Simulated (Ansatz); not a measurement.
Reaction (SMILES): ClF (F-Cl) → ClF+ (doublet, bonded as FCl) + e-
B3LYP-D3(BJ)/def2-TZVP geometries, fixed; electronic energies without zero-point terms.

Basis-set convergence of the adiabatic ionisation energy at HF with Ansatz (a first-principles code). Cartesian d functions, on some or all atoms, in 6-311G**; all else is spherical. Open shells are unrestricted. No added dispersion term, no relativity. Functions are those of the species that has most. Reference: the value in pcseg-4, 11.689 eV, itself unsure by roughly 0.006 eV (its mean distance from aug-pcseg-3, aug-cc-pV(Q+d)Z, cc-pV(5+d)Z). Deviations are taken from unrounded values.

```
basis            functions  adiabatic ionisation energy (eV)  minus reference (eV)
---------------  ---------  --------------------------------  --------------------
3-21G                   22                            12.531                 0.841
6-31G                   22                            12.795                 1.106
def2-SVP                32                            12.088                 0.398
pcseg-1                 32                            12.088                 0.399
6-311G**                45                            12.007                 0.317
cc-pV(T+d)Z             69                            11.708                 0.019
def2-TZVPD              86                            11.722                 0.033
jun-cc-pV(T+d)Z         87                            11.728                 0.039
def2-TZVPPD             91                            11.721                 0.032
aug-cc-pV(T+d)Z        101                            11.721                 0.032
def2-QZVPP             127                            11.695                 0.006
aug-cc-pV(Q+d)Z        169                            11.700                 0.011
aug-pcseg-3            174                            11.693                 0.004
```
